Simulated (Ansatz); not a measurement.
`N[SiH][SiH3]` radical. The species carries charge 0 and has multiplicity 2.

```xyz
9

N     0.093   -0.306   -1.796
Si    0.426   -0.922   -0.220
Si   -0.079    0.670    1.416
H     0.503    0.558   -2.113
H    -0.083   -0.934   -2.564
H    -0.394   -2.164   -0.089
H    -1.516    1.061    1.486
H     0.714    1.900    1.138
H     0.336    0.137    2.742
```

(1) Give the diagnostics of a CCSD(T)/def2-TZVPP run (frozen core, the Gaussian-basis code of Ansatz). (Estimate.)

Answers

(1) Computed: T1 = 0.0162, largest single amplitude 0.043, largest double 0.016, (T) share of the correlation energy 3.5 %, 11 CCSD cycles. ⟨S²⟩ of the UHF reference is 0.762 against 0.75 for a pure state. T1 lies under the customary mark of 0.045 for open shells.
